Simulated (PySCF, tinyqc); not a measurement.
Inside a calculation. Method: RHF in the sto-6g basis, for CH2, spin multiplicity 1. This run ends on a higher stationary point, not on the lowest solution. The lowest restricted solution is unstable here: a spin-polarised one lies 0.0358 hartree lower (PySCF). One step of it, computed by the program tinyqc.

Problem. Orthogonalisation. S = U s U^T; canonical form X = U s^(-1/2), so that X^T S X = 1. Each column of U has its largest component positive (the first on a tie).

overlap S, lower triangle:
```
           1C 1s     1C 2s    1C 2px     1C 2py    1C 2pz     2H 1s     3H 1s
1C 1s   1.000000
1C 2s   0.243228  1.000000
1C 2px  0.000000  0.000000  1.000000
1C 2py  0.000000  0.000000  0.000000   1.000000
1C 2pz  0.000000  0.000000  0.000000   0.000000  1.000000
2H 1s   0.031370  0.327912  0.000000   0.314894  0.148652  1.000000
3H 1s   0.031114  0.326295  0.000000  -0.313593  0.148181  0.048379  1.000000
```

Give: eigenvalues of S; X.

Solution.

eigenvalues of S: 0.480  0.531  0.895  1.000  1.080  1.421  1.594

X:
```
             1       2       3      4       5       6      7
1C 1s   -0.385   0.008   0.727  0.000  -0.576  -0.002  0.247
1C 2s    0.988  -0.018  -0.255  0.000  -0.238  -0.003  0.509
1C 2px   0.000   0.000   0.000  1.000   0.000   0.000  0.000
1C 2py   0.019   0.944   0.000  0.000   0.000   0.609  0.003
1C 2pz   0.367  -0.007   0.647  0.000   0.685  -0.001  0.185
2H 1s   -0.657  -0.693  -0.229  0.000   0.185   0.406  0.372
3H 1s   -0.628   0.716  -0.230  0.000   0.185  -0.410  0.367
```
